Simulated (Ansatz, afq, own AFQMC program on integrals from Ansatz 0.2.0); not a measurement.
## AlGeH₄, doublet: a scan with AFQMC

```xyz
6

Ge    0.0000    0.0000    0.7847
Al    0.0000    0.0000   -1.8784
H    -1.1260    0.0000   -0.5236
H     1.1260    0.0000   -0.5236
H     0.0000   -1.4027   -2.6096
H     0.0000    1.4027   -2.6096
```

The Al2–H6 distance is changed with both sides rigid. Energies in kJ/mol count from this geometry (1.582 Å) at the same level; the start stands on UHF, each point on the determinant named.

Basis 6-31G. Only valence electrons are correlated. Ansatz 0.2.0 and our own AFQMC program on the same integrals; the CISD trial comes from CCSD amplitudes, and released means the phaseless constraint is let go. ± is one standard error of the sampling. No spin–orbit coupling.

Cautions, each for one point or more: higher spins were not checked; inner d shell frozen; no relativity below Rb; no spin-orbit coupling; strong correlation; unrestricted determinant spin contaminated; walk and cluster series may follow different spin states.

```tsv
r(Al2–H6) / Å	det.	T1	weight	⟨S²⟩	PBE	B2PLYP	CCSD(T)
1.424	UHF	0.014	0.91	0.76	26.4	23.8	27.8
1.700	UHF	0.014	0.91	0.76	3.5	5.7	2.7
2.186	UHF	0.021	0.88	0.78	98.2	110.6	93.9
2.950	UHF¶	0.063	0.73	1.50	249.3§	267.0§	233.3
4.303	UHF¶	0.063	0.76	1.66	295.1§	307.6§	270.9
```

Q: Estimate the curve of phaseless AFQMC with a CISD trial, counted from the same start.

A: 
```json
{"r(Al2–H6) / Å": "1.424", "det.": "UHF", "T1": "0.014", "weight": "0.91", "⟨S²⟩": "0.76", "ph-AFQMC/CISD": "29.0 ± 0.6", "released AFQMC": "–"}
{"r(Al2–H6) / Å": "1.700", "det.": "UHF", "T1": "0.014", "weight": "0.91", "⟨S²⟩": "0.76", "ph-AFQMC/CISD": "2.9 ± 0.7", "released AFQMC": "–"}
{"r(Al2–H6) / Å": "2.186", "det.": "UHF", "T1": "0.021", "weight": "0.88", "⟨S²⟩": "0.78", "ph-AFQMC/CISD": "92.1 ± 1.2", "released AFQMC": "93.3 ± 0.9"}
{"r(Al2–H6) / Å": "2.950", "det.": "UHF¶", "T1": "0.063", "weight": "0.73", "⟨S²⟩": "1.50", "ph-AFQMC/CISD": "231.1 ± 1.4", "released AFQMC": "230.2 ± 1.6*"}
{"r(Al2–H6) / Å": "4.303", "det.": "UHF¶", "T1": "0.063", "weight": "0.76", "⟨S²⟩": "1.66", "ph-AFQMC/CISD": "267.0 ± 1.2", "released AFQMC": "262.5 ± 1.9*"}
```

Weight is that of the determinant in the CISD state; at the start T1 is 0.014 and the weight 0.91, and ⟨S²⟩ is 0.76. ¶ marks points with a poor determinant and no full CI, where no value is sure; they don't count among the departures. An asterisk marks released energies that aren't shown to be converged. Symmetry can't show for every point that it stays on the start's state. A dash marks a missing value, a released energy that hasn't settled or a functional that sits on another state. § marks a functional whose ⟨S²⟩ is too high by over 0.1. Largest departures from phaseless AFQMC with a CISD trial: CCSD(T) 1.9 kJ/mol at 2.186 (on UHF) (within the noise). The walk's constraint bias lies outside its error bars, so these are departures and not errors. The functionals aren't scored here. In this small basis the wave-function levels are far from their limit, so their gap to the functionals isn't the functionals' error.

A walk keeps the symmetry of its determinant, which the program's search chose and which needn't be the lowest solution, so a lower state of the same spin and another symmetry isn't excluded.
